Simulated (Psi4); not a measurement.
Psi4 input (wB97X-D/6-31G*):

```
memory 1500 MB

molecule {
0 2
C     0.09243262    0.69871992   -0.00992094
C     1.35201846    1.05337977   -0.01885512
Cl   -0.73221915   -0.76094037    0.01283470
H     2.15719226    0.32186446   -0.01136807
H     1.62382678    2.10152370   -0.03416548
symmetry c1
no_reorient
no_com
}

set {
  basis 6-31G*
  reference uks
  scf_type pk
  dft_radial_points 99
  dft_spherical_points 590
  e_convergence 1e-8
  d_convergence 1e-7
  maxiter 150
}

e = energy('wb97x-d')
print_out(f'\nFINAL {e:.10f} DIPOLE {variable("CURRENT DIPOLE")[0]:.6f} {variable("CURRENT DIPOLE")[1]:.6f} {variable("CURRENT DIPOLE")[2]:.6f}\n')
```

Output:

```
   => Loading Basis Set <=

    Name: 6-31G*
    Role: ORBITAL
    Keyword: BASIS
    atoms 1-2 entry C          line   111 file 6-31gs.gbs
    atoms 3   entry CL         line   340 file 6-31gs.gbs
    atoms 4-5 entry H          line    44 file 6-31gs.gbs

   => WB97X-D: Empirical Dispersion <=

    Chai and Head-Gordon Dispersion Correction
    Chai, J.-D.; Head-Gordon, M. (2010), J. Chem. Phys., 132: 6615-6620

        s6 =       1.000000

         ---------------------------------------------------------
                                   SCF
               by Justin Turney, Rob Parrish, Andy Simmonett
                          and Daniel G. A. Smith
                              UKS Reference
         ---------------------------------------------------------

  ==> Geometry <==

    Molecular point group: c1
    Full point group: C1

    Geometry (in Angstrom), charge = 0, multiplicity = 2:

       Center              X                  Y                   Z               Mass
    ------------   -----------------  -----------------  -----------------  -----------------
         C            0.092432620000     0.698719920000    -0.009920940000    12.000000000000
         C            1.352018460000     1.053379770000    -0.018855120000    12.000000000000
         CL          -0.732219150000    -0.760940370000     0.012834700000    34.968852682000
         H            2.157192260000     0.321864460000    -0.011368070000     1.007825032230
         H            1.623826780000     2.101523700000    -0.034165480000     1.007825032230

  Running in c1 symmetry.

  Rotational constants: A =      3.73314  B =      0.19242  C =      0.18299 [cm^-1]
  Rotational constants: A = 111916.59930  B =   5768.65744  C =   5485.89127 [MHz]
  Nuclear repulsion =   80.801017474710278

  Charge       = 0
  Multiplicity = 2
  Electrons    = 31
  Nalpha       = 16
  Nbeta        = 15

  ==> Algorithm <==

  SCF Algorithm Type is PK.
  DIIS enabled.
  MOM disabled.
  Fractional occupation disabled.
  Guess Type is SAD.
  Energy threshold   = 1.00e-08
  Density threshold  = 1.00e-07
  Integral threshold = 1.00e-12

  ==> Primary Basis <==

  Basis Set: 6-31G*
    Blend: 6-31G*
    Number of shells: 24
    Number of basis functions: 53
    Number of Cartesian functions: 53
    Spherical Harmonics?: false
    Max angular momentum: 2

  ==> DFT Potential <==

   => LibXC <=

    Version 7.1.2
    S. Lehtola, C. Steigemann, M. J. T. Oliveira, and M. A. L. Marques,  SoftwareX 7, 1–5 (2018) (10.1016/j.softx.2017.11.002)

   => Composite Functional: WB97X-D <=

    wB97X-D Hyb-GGA Exchange-Correlation Functional

    J.-D. Chai and M. Head-Gordon,  Phys. Chem. Chem. Phys. 10, 6615–6620 (2008) (10.1039/B810189B)

    Deriv               =              1
    GGA                 =           TRUE
    Meta                =          FALSE

    Exchange Hybrid     =           TRUE
    MP2 Hybrid          =          FALSE

   => Exchange-Correlation Functionals <=

    1.0000   wB97X-D range-separated functional

   => Exact (HF) Exchange <=

    0.7780            HF,LR [omega = 0.2000]
    0.2220               HF

   => LibXC Density Thresholds  <==

    XC_HYB_GGA_XC_WB97X_D:  1.00E-14

   => Molecular Quadrature <=

    Radial Scheme          =       TREUTLER
    Pruning Scheme         =           NONE
    Nuclear Scheme         =       TREUTLER

    Blocking Scheme        =         OCTREE
    BS radius alpha        =              1
    Pruning alpha          =              1
    Radial Points          =             99
    Spherical Points       =            590
    Total Points           =         273755
    Total Blocks           =           2044
    Max Points             =            256
    Max Functions          =             52
    Weights Tolerance      =       1.00E-15

  ==> Integral Setup <==

  Using in-core PK algorithm.
   Calculation information:
      Number of atoms:                   5
      Number of AO shells:              24
      Number of primitives:             65
      Number of atomic orbitals:        53
      Number of basis functions:        53

      Integral cutoff                 1.00e-12
      Number of threads:                 1

  Performing in-core PK
  Using 3073788 doubles for integral storage.
  We computed 43085 shell quartets total.
  Whereas there are 45150 unique shell quartets.

  Computing range-separated integrals for PK
  We computed 43085 wK shell quartets total.
  Whereas there are 45150 wK unique shell quartets.

  ==> DiskJK: Disk-Based J/K Matrices <==

    J tasked:                  Yes
    K tasked:                  Yes
    wK tasked:                 Yes
    Omega:               2.000E-01
    Schwarz Cutoff:          1E-12


  Cached 100.0% of DFT collocation blocks in 0.360 [GiB].

  Minimum eigenvalue in the overlap matrix is 5.6677207616E-03.
  Reciprocal condition number of the overlap matrix is 9.3818223416E-04.
    Using symmetric orthogonalization.

  ==> Pre-Iterations <==

  SCF Guess: Superposition of Atomic Densities via on-the-fly atomic UHF (no occupation information).

   -------------------------
    Irrep   Nso     Nmo
   -------------------------
     A         53      53
   -------------------------
    Total      53      53
   -------------------------

  ==> Iterations <==

                        Total Energy        Delta E     RMS |[F,P]|

   @UKS iter SAD:  -537.01158436279843   -5.37012e+02   0.00000e+00
   @UKS iter   1:  -537.36463751432836   -3.53053e-01   7.54375e-03 ADIIS/DIIS
   @UKS iter   2:  -537.39670360167133   -3.20661e-02   6.29241e-03 ADIIS/DIIS
   @UKS iter   3:  -537.45303473857086   -5.63311e-02   8.64170e-04 ADIIS/DIIS
   @UKS iter   4:  -537.45442488137883   -1.39014e-03   3.90347e-04 ADIIS/DIIS
   @UKS iter   5:  -537.45483027508124   -4.05394e-04   1.72302e-04 ADIIS/DIIS
   @UKS iter   6:  -537.45494980373269   -1.19529e-04   6.98942e-05 DIIS
   @UKS iter   7:  -537.45501064186851   -6.08381e-05   3.85161e-05 DIIS
   @UKS iter   8:  -537.45503395520404   -2.33133e-05   2.01422e-05 DIIS
   @UKS iter   9:  -537.45504084603886   -6.89083e-06   6.48989e-06 DIIS
   @UKS iter  10:  -537.45504140274556   -5.56707e-07   1.37926e-06 DIIS
   @UKS iter  11:  -537.45504141899335   -1.62478e-08   3.32332e-07 DIIS
   @UKS iter  12:  -537.45504141969809   -7.04745e-10   9.44551e-08 DIIS
  Energy and wave function converged.

  ==> Post-Iterations <==

   Electrons on quadrature grid:
      Nalpha   =   16.0000000988 ; deviation = 9.885e-08
      Nbeta    =   15.0000001075 ; deviation = 1.075e-07
      Ntotal   =   31.0000002064 ; deviation = 2.064e-07

   @Spin Contamination Metric:   1.432179798E-02
   @S^2 Expected:                7.500000000E-01
   @S^2 Observed:                7.643217980E-01
   @S   Expected:                5.000000000E-01
   @S   Observed:                5.000000000E-01

    Orbital Energies [Eh]
    ---------------------

    Alpha Occupied:

       1A   -101.745766     2A    -10.380089     3A    -10.314204
       4A     -9.617685     5A     -7.366343     6A     -7.357462
       7A     -7.356222     8A     -1.002184     9A     -0.858904
      10A     -0.655731    11A     -0.562685    12A     -0.545186
      13A     -0.475110    14A     -0.450356    15A     -0.348785
      16A     -0.323514

    Alpha Virtual:

      17A      0.078831    18A      0.122600    19A      0.211824
      20A      0.272708    21A      0.387345    22A      0.423616
      23A      0.494603    24A      0.522581    25A      0.536945
      26A      0.581718    27A      0.632943    28A      0.651665
      29A      0.718002    30A      0.749862    31A      0.850370
      32A      0.910185    33A      0.926153    34A      0.939851
      35A      0.940009    36A      1.005990    37A      1.018419
      38A      1.114788    39A      1.190186    40A      1.261377
      41A      1.538681    42A      1.640761    43A      1.796339
      44A      1.939368    45A      2.034910    46A      2.159516
      47A      2.294811    48A      2.464859    49A      2.724760
      50A      2.819305    51A      4.093964    52A      4.272197
      53A      4.435818

    Beta Occupied:

       1A   -101.744667     2A    -10.366889     3A    -10.315080
       4A     -9.616473     5A     -7.364764     6A     -7.355267
       7A     -7.354833     8A     -0.988736     9A     -0.847691
      10A     -0.634590    11A     -0.548463    12A     -0.523876
      13A     -0.465508    14A     -0.432708    15A     -0.343734

    Beta Virtual:

      16A     -0.014882    17A      0.095163    18A      0.139564
      19A      0.212230    20A      0.276568    21A      0.395923
      22A      0.427436    23A      0.498109    24A      0.523921
      25A      0.544537    26A      0.595642    27A      0.635701
      28A      0.705001    29A      0.727084    30A      0.758465
      31A      0.860216    32A      0.914522    33A      0.931035
      34A      0.946443    35A      0.947738    36A      1.016040
      37A      1.024928    38A      1.122354    39A      1.202000
      40A      1.274105    41A      1.568315    42A      1.648441
      43A      1.849524    44A      1.976496    45A      2.056015
      46A      2.181270    47A      2.304892    48A      2.482493
      49A      2.755444    50A      2.840260    51A      4.127519
      52A      4.272102    53A      4.458659

    Final Occupation by Irrep:
              A
    DOCC [    15 ]
    SOCC [     1 ]
    NA   [    16 ]
    NB   [    15 ]

  @UKS Final Energy:  -537.45504141969809

   => Energetics <=

    Nuclear Repulsion Energy =             80.8010174747102781
    One-Electron Energy =                -898.6776646237780142
    Two-Electron Energy =                 308.9673764463817633
    DFT Exchange-Correlation Energy =     -28.5451602396271120
    Empirical Dispersion Energy =          -0.0006104773850197
    VV10 Nonlocal Energy =                  0.0000000000000000
    Total Energy =                       -537.4550414196980910

  UHF NO Occupations:
  HONO-2 :   14  A 1.9992673
  HONO-1 :   15  A 1.9942037
  HONO-0 :   16  A 1.0000000
  LUNO+0 :   17  A 0.0057963
  LUNO+1 :   18  A 0.0007327
  LUNO+2 :   19  A 0.0003652
  LUNO+3 :   20  A 0.0001306

Computation Completed

Properties will be evaluated at   0.000000,   0.000000,   0.000000 [a0]

Properties computed using the SCF density matrix

 Multipole Moments:

 ------------------------------------------------------------------------------------
     Multipole            Electronic (a.u.)      Nuclear  (a.u.)        Total (a.u.)
 ------------------------------------------------------------------------------------

 L = 1.  Multiply by 2.5417464519 to convert [e a0] to [Debye]
 Dipole X            :          0.4089950           -0.0000001            0.4089949
 Dipole Y            :          0.0841984            0.0000000            0.0841984
 Dipole Z            :         -0.0024745           -0.0000000           -0.0024745
 Magnitude           :                                                    0.4175791

 ------------------------------------------------------------------------------------

FINAL -537.4550414197 DIPOLE 0.408995 0.084198 -0.002475

*** Psi4 exiting successfully. Buy a developer a beer!
```

The geometry given is a B3LYP-D3(BJ)/def2-TZVP minimum.
